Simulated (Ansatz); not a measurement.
**Relative stability**

Two relaxed structures of C2H2F (charge -1), singlet (PBE0-D4/def2-TZVPD; forces vanish, vibrations not checked).

A:

C1  (0.591, -0.805, -0.010)
C2  (-0.209, 0.278, -0.020)
F3  (0.420, 1.309, -0.804)
H4  (0.268, -1.685, 0.541)
H5  (1.558, -0.855, -0.527)
(Å)

B:

```
5
angstrom
C 0.7255 -0.7184 -0.1685
C -0.1064 0.2896 -0.0544
F 0.1048 1.5291 -0.7253
H 0.3195 -1.5382 0.4502
H -1.0434 0.4379 0.4980
```

Computed with Ansatz 0.2.0 (basis: def2-TZVPPD); correlated methods freeze the cores. B3LYP uses VWN-RPA correlation.

Task: Which structure is lower at CCSD(T), and by how much? (An estimate is asked for; the value comes from the calculation.)

Result: Computed: A, by 12.1 kJ/mol (electronic energy, against the other). By their contacts, A is C₂H₂F ([CH2][C][F]), total charge -1 and B is C₂H₂F ([CH][CH][F]), total charge -1.

All methods give the same order:

| method | E(B) − E(A) (kJ/mol) |
| --- | --- |
| PBE-D4 | 8.6 |
| r2SCAN-D4 | 9.1 |
| PBE0-D4 | 9.3 |
| B3LYP-D4 | 11.7 |
| wB97M-V | 13.4 |
| HF | 18.8 |
| MP2 | 8.2 |
| CCSD | 12.6 |
| CCSD(T) | 12.1 |

The T1 diagnostic stays at or below 0.018.

Labels in which every atom is bracketed show which atoms are joined, not bond orders.

For scale, one of the runs: CCSD(T)/def2-TZVPPD, 148 basis functions, launched by `ansatz run in.yaml --threads 2 --pin off --events-out ev --progress --plain --max-ram 4352MiB`. Time: 20 s of wall clock on 2 CPU threads of an Arm Neoverse V1; the host was shared. Peak host memory: 0.98 GiB.
